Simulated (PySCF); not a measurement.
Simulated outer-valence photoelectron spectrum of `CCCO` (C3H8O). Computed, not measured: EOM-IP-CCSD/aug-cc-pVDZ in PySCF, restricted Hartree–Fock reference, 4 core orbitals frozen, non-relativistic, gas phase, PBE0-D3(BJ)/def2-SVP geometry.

Each root has a Gaussian of 0.3 eV full width with its one-hole share as area; cross sections and vibrations are left out, and the highest printed point is 100.

| ionisation energy (eV) | intensity |
| --- | --- |
| 10.0 | 2 |
| 10.2 | 35 |
| 10.4 | 49 |
| 10.6 | 6 |
| 10.8 | 0 |
| 11.0 | 0 |
| 11.2 | 0 |
| 11.4 | 1 |
| 11.6 | 24 |
| 11.8 | 56 |
| 12.0 | 11 |
| 12.2 | 5 |
| 12.4 | 56 |
| 12.6 | 91 |
| 12.8 | 32 |
| 13.0 | 1 |
| 13.2 | 0 |
| 13.4 | 1 |
| 13.6 | 26 |
| 13.8 | 55 |
| 14.0 | 10 |
| 14.2 | 0 |
| 14.4 | 3 |
| 14.6 | 50 |
| 14.8 | 100 |
| 15.0 | 29 |
| 15.2 | 1 |
| 15.4 | 0 |
| 15.6 | 0 |
| 15.8 | 11 |
| 16.0 | 56 |
| 16.2 | 24 |
| 16.4 | 1 |

Task: Where are the maxima, and how many lines lie under the curve?

Result: 6 maxima, at 10.3, 11.8, 12.6, 13.8, 14.8 and 16.0 eV, from 8 lines. At this width some lines have no maximum of their own.

Task: List the lines with their holes.

Result: 
```json
{"E (eV)": "10.33", "leading hole (HF orbital)": "HOMO", "area": "0.95", "Koopmans (eV)": "11.81"}
{"E (eV)": "11.77", "leading hole (HF orbital)": "HOMO-1", "area": "0.96", "Koopmans (eV)": "12.69"}
{"E (eV)": "12.48", "leading hole (HF orbital)": "HOMO-2", "area": "0.96", "Koopmans (eV)": "13.52"}
{"E (eV)": "12.65", "leading hole (HF orbital)": "HOMO-3", "area": "0.96", "Koopmans (eV)": "13.67"}
{"E (eV)": "13.76", "leading hole (HF orbital)": "HOMO-4", "area": "0.96", "Koopmans (eV)": "14.83"}
{"E (eV)": "14.71", "leading hole (HF orbital)": "HOMO-5", "area": "0.95", "Koopmans (eV)": "15.93"}
{"E (eV)": "14.83", "leading hole (HF orbital)": "HOMO-6", "area": "0.95", "Koopmans (eV)": "16.40"}
{"E (eV)": "16.03", "leading hole (HF orbital)": "HOMO-7", "area": "0.95", "Koopmans (eV)": "17.25"}
```

The widest gap, 1.44 eV, lies between 10.33 and 11.77 eV. Only orbitals with −ε under 21 eV, eight at most, were ionised, so the high end of the curve may lack lines.

Shape of the structure used: `[CH3:1][CH2:2][CH2:3][OH:4]`: C1–C2–C3–O4 177°, H–O4–C3–C2 61°.

One conformer stands for the species.
